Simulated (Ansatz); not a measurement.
CH₂AlN, SMILES [CH]1=[N][AlH]1, vertical and adiabatic energies of changing the electron count

With the Python package of Ansatz (0.2.0).

Interactive session:
```pycon
>>> import itertools
>>> import ansatz as az
>>> from ase.data import atomic_numbers, covalent_radii
>>> import numpy as np
>>> BASIS = "def2-SVP"
>>> FUNCTIONAL = "pbe0"
>>> VDW = "d4"
>>> NET_CHARGE = 1
>>> GEOMETRY = """
... C    -0.57120   -0.75940    0.07180
... N     0.26750   -0.63720    1.11060
... Al    0.49090    0.63090   -0.09730
... H    -1.38230   -1.21490   -0.40670
... H     1.24500    1.90690   -0.71980
... """
>>> molecule = az.Crystal.molecule()
>>> for line in GEOMETRY.strip().splitlines():
...     symbol, *xyz = line.split()
...     molecule = molecule.atom(symbol, [float(v) for v in xyz])
...
>>> calc = (
...     molecule.calculation()
...     .basis(gaussian=BASIS)  # the orbital basis, by name
...     .functional(FUNCTIONAL, dispersion=VDW)
...     .accuracy("medium")  # preset for grids and thresholds
...     .scf(lower_state_search="standard")
... )
>>> symbols = [site.symbol for site in molecule.cartesian_sites]
>>> start = np.array([site.position_ang for site in molecule.cartesian_sites], dtype=float)
>>> data = calc.relax(force_tolerance=0.01, max_steps=100).run(threads=1).report
>>> end = np.array(data["positions_ang"])
>>> minimum = az.Crystal.molecule()
>>> for symbol, place in zip(symbols, end):
...     minimum = minimum.atom(symbol, place.tolist())
...
>>> ion = (
...     minimum.calculation()
...     .basis(gaussian=BASIS)  # atom-centred Gaussian functions
...     .functional(FUNCTIONAL, dispersion=VDW)
...     .accuracy("medium")
...     .scf(lower_state_search="standard")
...     .charge(NET_CHARGE)  # electrons removed from the neutral system
...     .spin("collinear", total=1)  # two spin channels
... )
>>> vertical = ion.run(threads=1).report
>>> settled = ion.relax(force_tolerance=0.01, max_steps=80).run(threads=1).report
>>> print(f"vertical ionisation energy   {vertical['free_energy_ev'] - data['free_energy_ev']:.3f} eV")
vertical ionisation energy   7.764 eV
>>> print(f"adiabatic, no zero point     {settled['free_energy_ev'] - data['free_energy_ev']:.3f} eV")
adiabatic, no zero point     7.450 eV
>>> print(f"relaxation energy of the ion {vertical['free_energy_ev'] - settled['free_energy_ev']:.3f} eV")
relaxation energy of the ion 0.314 eV
>>> ionised = np.array(settled["positions_ang"])
>>> # pairs closer than 1.2 times the sum of covalent radii, before or after
>>> radius = [covalent_radii[atomic_numbers[s]] for s in symbols]
>>> span = lambda where, i, j: np.linalg.norm(where[i] - where[j])
>>> bonded = [(i, j) for i, j in itertools.combinations(range(len(symbols)), 2) if min(span(end, i, j), span(ionised, i, j)) < 1.2 * (radius[i] + radius[j])]
>>> print("pair        before    after (A)")
pair        before    after (A)
>>> for i, j in bonded:
...     print(f"{symbols[i]}{i}-{symbols[j]}{j}".ljust(10), f"{span(end, i, j):8.4f} {span(ionised, i, j):8.4f}")
...
C0-N1        1.2895   1.2375
C0-Al2       1.8441   1.9873
C0-H3        1.1088   1.1064
N1-Al2       1.8524   1.8597
Al2-H4       1.5651   1.5496
```

What to keep in mind:
- The settings weren't tested for convergence.
- The energies are electronic: no zero-point or thermal terms, and the basis set is short of its limit. The product may relax into another structure. Each relaxation finds its nearest minimum, which needn't be the lowest.
- Run time: 27 s on 1 thread of Arm Neoverse V2, on a shared host, peak memory 0.21 GiB.
